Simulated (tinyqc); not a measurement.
Stretching all distances: RHF, UHF, MP2, CISD and CCSD against full CI in the sto-3g basis, for H2O, spin multiplicity 1. Computed by the program tinyqc with PySCF. All coordinates are multiplied by the scale. c0^2 is the weight of the RHF determinant in the lowest singlet FCI state (UHF is spin-contaminated and may lie near states of higher spin) and n(LUMO) the first natural occupation beyond the occupied space.

Geometry (angstrom):
```
atom       x        y       z
O     0.0000   0.0000  0.0000
H     0.0000   0.7730  0.4850
H     0.0000  -0.8460  0.5310
```

Full CI energy (hartree) and errors against it (kcal/mol):
```
scale   distance 1-2 (angstrom)      E(FCI)       RHF      UHF      MP2     CISD     CCSD  <S^2> UHF    c0^2  n(LUMO)
0.9300                   0.8487  -74.966152   25.1694  25.1694   6.9048   0.2754   0.0691     0.0000  0.9808   0.0221
1.1500                   1.0494  -74.997267   43.7145  43.7145  13.9586   1.0946   0.1737     0.0000  0.9510   0.0584
1.5900                   1.4510  -74.860346  112.1037  53.9053  41.0205  10.5170   0.6138     1.2926  0.7810   0.2756
1.8200                   1.6608  -74.801493  162.7520  30.4405  58.9641  22.8102  -1.0331     1.6874  0.6333   0.4651
2.0400                   1.8616  -74.767622  215.4480  14.5020  79.6354  39.1023  -6.0118     1.8591  0.4644   0.6472
```

Estimate the missing row, scale = 1.37.

Computed row:
```
scale   distance 1-2 (angstrom)      E(FCI)      RHF      UHF      MP2    CISD    CCSD  <S^2> UHF    c0^2  n(LUMO)
1.3700                   1.2502  -74.933511  72.6244  66.0496  25.5519  3.8560  0.4230     0.4770  0.8870   0.1389
```

UHF parts from RHF first at scale 1.37 of those listed, where <S^2> leaves zero. The weight c0^2 goes from 0.98 to 0.46 and n(LUMO) from 0.02 to 0.65: static correlation grows as the bonds break into open-shell fragments. The spread of the error along the curve, which distorts its shape, is CCSD 6.6, CISD 38.8, UHF 51.5, MP2 72.7, RHF 190.3 kcal/mol. Below FCI somewhere: CCSD, as non-variational methods may be.
